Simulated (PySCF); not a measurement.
An unknown is described by computed data only.

Formula: C3H6F2O.

* Couplings: largest of the computed one-bond spin–spin couplings (means over like bonds): 19F–13C -316.5 (×2), 13C–1H +215.7, 13C–1H +148.5 (×2), 13C–1H +134.5 (×3), 13C–13C +39.5, 17O–13C +22.2, 17O–13C +21.3 Hz [B3LYP/pcJ-1, spin–dipole term left out for some pairs]
* Dipole: 3.27 D [CAM-B3LYP/def2-SVPD]
* UV, strongest line: among the 8 lowest singlet transitions: S6 at 10.22 eV (121 nm, f = 0.042) [TDDFT CAM-B3LYP/def2-SVPD]
* UV, first state: lowest singlet excitation: 8.54 eV (145 nm, f = 0.023) [TDDFT CAM-B3LYP/def2-SVPD]
* 13C NMR: chemical shifts (computed TMS as zero) by class: 125.4 (1 C), 66.9 (1 C), 16.9 (1 C) ppm [GIAO PBE0/pcSseg-1]
* NMR, other nuclei: isotropic shieldings of nuclei other than C and H, by class: 218 (1 O), 270 (2 F) ppm [GIAO PBE0/pcSseg-1]
* Triplet: lowest triplet excitation (Tamm–Dancoff): 8.32 eV [TDA CAM-B3LYP/def2-SVPD]
* Rotational structure: rotational constants A, B, C: 8.259, 1.964, 1.691 GHz [GFN2-xTB]
* 1H NMR: chemical shifts (computed TMS as zero) by class: 6.33 (1 H), 3.87 (2 H), 1.44 (3 H) ppm [GIAO PBE0/pcSseg-1]

Gas-phase values; electronic properties from PySCF, density fitting. Levels stand in brackets. Isolated species at its GFN2-xTB geometry (one conformer only). NMR values are class means; diastereotopic atoms form classes of their own.

Problem. Give a SMILES that accounts for the data.

Solution. Numbering: `[CH3:1][CH2:2][O:3][CH:4]([F:5])[F:6]`. Its formula, C3H6F2O, gives 0 degrees of unsaturation, so no ring and no π bond. 3 carbons fall into 3 classes; from least to most shielded: CHF2 carbon [C4] (125.4 ppm), sp3 carbon bound to oxygen [C2] (66.9 ppm), methyl carbon [C1] (16.9 ppm). Hydrogen classes from least to most shielded: 1 H on a CHF2 carbon, C4 (6.33 ppm), 2 H on an sp3 carbon bound to oxygen, C2 (3.87 ppm), 3 H on a methyl carbon, C1 (1.44 ppm, a mean of values up to 0.5 ppm apart in this geometry). The other shieldings belong to: 218 ppm, ether oxygen [O3]; 270 ppm, fluorine of a CF2 group [F5/F6]. The couplings run between: -316.5 Hz, fluorine of a CF2 group [F5] and CHF2 carbon [C4] (with 1 like pair); +215.7 Hz, CHF2 carbon [C4] and its hydrogen; +148.5 Hz, sp3 carbon bound to oxygen [C2] and its hydrogen (with 1 like pair); +134.5 Hz, methyl carbon [C1] and its hydrogen (with 2 like pairs); +39.5 Hz, methyl carbon [C1] and sp3 carbon bound to oxygen [C2]; +22.2 Hz, ether oxygen [O3] and CHF2 carbon [C4]; +21.3 Hz, ether oxygen [O3] and sp3 carbon bound to oxygen [C2]. The optimised geometry has point group C1 and is an asymmetric top. Structure: `FC(F)OCC`. Computed isomers that give other values at the same levels: `CO[C@H](F)CF` (rotational constant A: 5.721 GHz; this holds for the one conformer computed). The assignments are read from this structure; whether some other isomer fits the data as well wasn't checked.

Shape of the structure used: `[CH3:1][CH2:2][O:3][CH:4]([F:5])[F:6]`: C1–C2–O3–C4 -173°, C2–O3–C4–F5 -72°.
